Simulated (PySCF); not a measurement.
Computed with PBE0-D3(BJ)/def2-TZVP run with PySCF 2.14.0. All species are isolated molecules in the gas phase. 

Reference species (SMILES): `[CH2]` (lower triplet) (neutral, multiplicity 3).

```json
{
 "highest_occupied_spin_orbital": "-7.17 eV",
 "dipole_moment": "0.64 D"
}
```

Changed species: `[CH]Cl` (triplet; the order of the spin states depends on the level) (X = chloro, multiplicity 3; the reference has X = H, multiplicity 3).

Problem. What does the change do to the highest occupied spin orbital and dipole moment?

Solution. the highest occupied spin orbital rises by 0.76 eV, to -6.41 eV; the dipole moment increases by 0.14 D, to 0.78 D.
